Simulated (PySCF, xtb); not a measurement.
N2, SMILES N#N (connectivity only; charge and spin as stated), charge +1, multiplicity 2. Atoms are numbered in the order given.

```xyz
2

N      0.0000     0.0000    -0.5521
N      0.0000     0.0000     0.5521
```
Charge +1, spin multiplicity 2.

The structure is a stationary point at B3LYP-D3(BJ)/def2-TZVPD.

Method: IEF-PCM-B3LYP/def2-TZVPD run with PySCF.

The values are the electrostatic part of the solvation free energy, E(continuum) − E(gas) at the gas-phase geometry, in a cavity of scaled van der Waals radii (PySCF's table); cavitation and dispersion terms are not included.

```json
[
 {"solvent": "water", "ε": "78.36", "ΔG(elec) (kcal/mol)": "-78.7"},
 {"solvent": "2-propanol", "ε": "19.26", "ΔG(elec) (kcal/mol)": "?"},
 {"solvent": "benzene", "ε": "2.27", "ΔG(elec) (kcal/mol)": "-44.6"}
]
```

Fill in the missing entries. (The exact figures need the calculation; the answer reports its results.)


- 2-propanol, ΔG(elec) (kcal/mol): -75.6

For comparison, GFN2-xTB/ALPB(water) (xtb, at the GFN2-xTB geometry, all terms of that model) gives -84.7 kcal/mol.
